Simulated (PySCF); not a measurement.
Point groups of optimised structures. Computed with PBE0-D3(BJ)/def2-SVP geometry optimisation, gas phase (PySCF). The symmetry is that of the one conformer found, every atom within 0.08 Å of its image; none is proved a minimum here.

Task: `[BH2:1][C:2]#[C:3][CH2:4][Cl:5]`: symmetry, top, dipole?

Result: Cs; near-prolate asymmetric top; symmetry number 1; 2 operations, which sort the 9 atoms into 8 sets; dipole 1.74 D, in the ab plane, which is the mirror; A, B, C = 17475, 1534, 1423 MHz; heavy atoms equivalent by symmetry: none.

Task: `C=C=O`: symmetry, top, dipole?

Result: C2v; near-prolate asymmetric top; symmetry number 2; 4 operations, which sort the 5 atoms into 4 sets; dipole 1.37 D, along a, the twofold axis.

Task: `[SiH2:1]1[SiH2:2][SiH2:3]1`: symmetry, top, dipole?

Result: D3h; oblate symmetric top; symmetry number 6; 12 operations, which sort the 9 atoms into 2 sets; dipole forbidden by symmetry (computed 0.00 D); heavy atoms equivalent by symmetry: Si1/Si2/Si3.

Task: Point group, rotor type and polarity of `[CH3:1][CH:2]([CH3:3])[As:4]([CH3:5])[CH3:6]` with C1–C2–As4–C5 -69°, H–C5–As4–C2 -47° (nearest H), H–C6–As4–C2 45° (nearest H)?

Result: Cs; asymmetric top; symmetry number 1; 2 operations, which sort the 19 atoms into 11 sets; dipole 1.09 D, in the ac plane, which is the mirror; A, B, C = 3107, 1890, 1418 MHz.

Task: What symmetry has `[S]=[Mn]` [sextet]?

Result: C∞v; linear; symmetry number 1; dipole 6.31 D, along the axis.
